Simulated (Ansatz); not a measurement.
Input file:

```yaml
crystal:
  periodic: [false, false, false]
  atoms:
    - {symbol: B, position_ang: [0.000000, 0.000000, 0.000000]}
    - {symbol: F, position_ang: [0.000000, 0.000000, 1.308000]}
basis:
  gaussian: {orbitals: 6-31G}
total_charge: 1
magnetization: {spin_polarized: true, initial_magnetization: 1}
correlation: {method: ccsdt_q, electrons: outside_noble_gas}
```

```sh
$ ansatz run in.yaml --threads 1 --pin off --events-out ev --progress --plain --max-ram 2393MiB
```

Output:

```
346 factors; integrals over basis functions are off by at most 4.1e-8 eV
mean field evaluation 1: about -3357.4431 eV, gradient 4.6e1 eV
mean field evaluation 2: about -3357.4536 eV, gradient 4.6e1 eV
mean field evaluation 4: about -3365.5335 eV, gradient 2.9e0 eV
mean field evaluation 8: about -3365.6574 eV, gradient 1.9e-1 eV
mean field evaluation 16: about -3359.7248 eV, gradient 4.3e1 eV
mean field evaluation 32: about -3359.6255 eV, gradient 1.3e-2 eV
mean field evaluation 64: about -3358.2176 eV, gradient 9.7e-4 eV
mean field evaluation 96: about -3356.1580 eV, gradient 3.8e-1 eV
mean field evaluation 128: about -3355.8629 eV, gradient 9.0e-2 eV
mean field -3365.65803028 eV, -123.6856512879 hartree, gradient 1.6e-6 eV, S^2 0.755142; 0 other end points of the search recorded, 0 dependent functions left out
2 core orbitals not correlated: weight in the atoms' cores, before any rotation towards them, 1.000 or more for the frozen orbitals, at most 0.000 for the correlated occupied ones
reference -3365.65803028 eV, -123.6856512879 hartree; 5, 4 occupied and 11, 12 virtual orbitals, 346 factors
second order -4.33451531 eV of doubles, -0.00000000 eV of singles
cycle   1  -4.02519936 eV  change    3.1e-1 eV  update   1.1e-1
cycle   2  -4.31586865 eV  change   -2.9e-1 eV  update   6.9e-2
cycle   3  -4.47250932 eV  change   -1.6e-1 eV  update   2.5e-2
cycle   4  -4.49301723 eV  change   -2.1e-2 eV  update   9.4e-3
cycle   5  -4.48401237 eV  change    9.0e-3 eV  update   4.9e-3
cycle   6  -4.48480496 eV  change   -7.9e-4 eV  update   2.5e-3
cycle   7  -4.48977579 eV  change   -5.0e-3 eV  update   1.5e-3
cycle   8  -4.49010893 eV  change   -3.3e-4 eV  update   6.6e-4
cycle   9  -4.48973182 eV  change    3.8e-4 eV  update   2.2e-4
cycle  10  -4.48993115 eV  change   -2.0e-4 eV  update   1.1e-4
cycle  11  -4.48987114 eV  change    6.0e-5 eV  update   4.8e-5
cycle  12  -4.48986341 eV  change    7.7e-6 eV  update   2.4e-5
cycle  13  -4.48987400 eV  change   -1.1e-5 eV  update   1.1e-5
cycle  14  -4.48986539 eV  change    8.6e-6 eV  update   3.9e-6
cycle  15  -4.48986271 eV  change    2.7e-6 eV  update   1.8e-6
cycle  16  -4.48986312 eV  change   -4.1e-7 eV  update   9.6e-7
cycle  17  -4.48986387 eV  change   -7.4e-7 eV  update   4.7e-7
cycle  18  -4.48986475 eV  change   -8.8e-7 eV  update   2.8e-7
cycle  19  -4.48986509 eV  change   -3.4e-7 eV  update   1.5e-7
perturbative correction -0.01251686 eV, -0.0004599860 hartree
Total energy: -3370.16041223 eV, -123.8511107727 hartree
```

For the same geometry and basis full CI lies 7.7 meV higher.

Ran on 1 thread of Intel Xeon 6975P-C, shared host: 1.8 s wall, 0.12 GiB peak host memory.
